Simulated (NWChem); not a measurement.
System: formaldehyde (CH2O); SMILES C=O

```xyz
4

C      0.0000     0.0000     0.5184
O      0.0000     0.0000    -0.6898
H      0.0000    -0.9529     1.1300
H      0.0000     0.9529     1.1300
```
Atoms are numbered in this order, from 1.

Coordinates come from a PBE-D3(BJ)/def2-SVP optimisation. B3LYP is NWChem's, with the RPA form of VWN correlation.

 Unshifted, non-relativistic core excitations; the lowest 4 roots alone, so stronger bands may lie above.

### Question
List the first O K-edge excitations from B3LYP/6-311G** (spherical d), restricted-window TDA (NWChem).

### Answer
| state | energy (eV) | dipole oscillator strength | leading excitation (squared amplitude) |
|---|---|---|---|
| S1 | 516.5 | 0.0421 | 1s of atom 2 or its equivalents → LUMO (1.00) |
| S2 | 520.8 | 0.0015 | 1s of atom 2 or its equivalents → LUMO+1 (1.00) |
| S3 | 522.3 | 0.0037 | 1s of atom 2 or its equivalents → LUMO+2 (1.00) |
| S4 | 524.1 | 0.0056 | 1s of atom 2 or its equivalents → LUMO+3 (1.00) |
